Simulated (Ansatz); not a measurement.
`C#CC(=C)C` + ethylene → `C=CC(=C)C` + acetylene  (formal exchange of groups at a C–C bond)

Program: Ansatz. Geometries: PBE0-D4/def2-TZVP. ΔE: electronic, gas phase. CBS: MP2 limit from def2 TZ/QZ plus the TZ coupled-cluster correction, frozen cores. This one scheme is used for every species. DFT in def2-TZVPP. One conformer a species, not always the lowest.

```csv
level,ΔE (kJ/mol),difference from CCSD(T)/CBS
B97M-V,2.2,4.0
PBE0-D4,2.9,4.7
r2SCANh-D4,1.6,3.4
PBE-QIDH,1.4,3.2
BLYP,9.3,11.1
r2SCAN,2.5,4.3
CAM-B3LYP,4.3,6.1
MP2/def2-SVP,3.2,5.0
SCS-MP2/def2-TZVPP,1.2,3.0
HF/def2-QZVPP,5.8,7.6
CCSD(T)/CBS,-1.8,0
```

Largest T1 diagnostic among the species: 0.013.

In def2-TZVPP, CCSD(T) changes the Hartree–Fock value by −6.8 kJ/mol (the triples alone add −0.9 kJ/mol) and MP2 by −6.3 kJ/mol. The D4 term adds −3.8 kJ/mol with B3LYP and −2.0 kJ/mol with PBE0; it sums over pairs of atoms, weighted by their polarisabilities, and B3LYP, whose exchange is more repulsive, gets the larger term.

B3LYP here is the variant with VWN-RPA as its local correlation; programs differ in this.
